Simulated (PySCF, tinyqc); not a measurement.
RHF in the sto-3g basis, for LiH, spin multiplicity 1, step by step. The lowest restricted solution is unstable here: a spin-polarised one lies 0.0033 hartree lower (PySCF). One step of it, computed by the program tinyqc.

Problem. Iteration 4: DIIS coefficients. Solve [B -1; -1 0][c; lambda] = [0; -1] for the coefficients, which sum to one.

B (overlaps of the stored error matrices), lower triangle:
```
,1,2,3,4
1,1.0589432e-02
2,4.8022997e-03,2.8250472e-03
3,1.3573600e-03,1.0354378e-03,5.0178037e-04
4,1.3632603e-04,9.8075396e-05,5.3775932e-05,7.0794462e-06
```

Give: DIIS coefficients.

Solution.

DIIS coefficients: -0.0301  0.1091  -0.2703  1.1914
